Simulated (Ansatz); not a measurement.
A calculation with Ansatz (development build ahead of 0.2.0).

```yaml
crystal:
  periodic: [false, false, false]
  atoms:
    - { symbol: C, position_ang: [0.0, -0.41172, -0.0523] }
    - { symbol: O, position_ang: [0.0, -0.39054, 1.15377] }
    - { symbol: "N", position_ang: [0.0, 0.6799, -0.8543] }
    - { symbol: H, position_ang: [0.0, -1.3629, -0.64172] }
    - { symbol: H, position_ang: [0.0, 0.59695, -1.86061] }
    - { symbol: H, position_ang: [0.0, 1.60131, -0.43392] }
basis:
  gaussian: { orbitals: def2-TZVP }
hamiltonian:
  xc: hf
correlation:
  method: mp2
  frozen_orbitals: { C: 1, H: 0, "N": 1, O: 1 }
```

The input is written out in the form of the current development build from the run's settings.

The run gave:

| Quantity | Value |
| --- | --- |
| Converged | yes |
| Reference energy | -169.00702 hartree |
| Correlation energy | -0.59354 hartree |
| Total energy | -169.60056 hartree |
| Spin squared of the determinant | 0.000 |
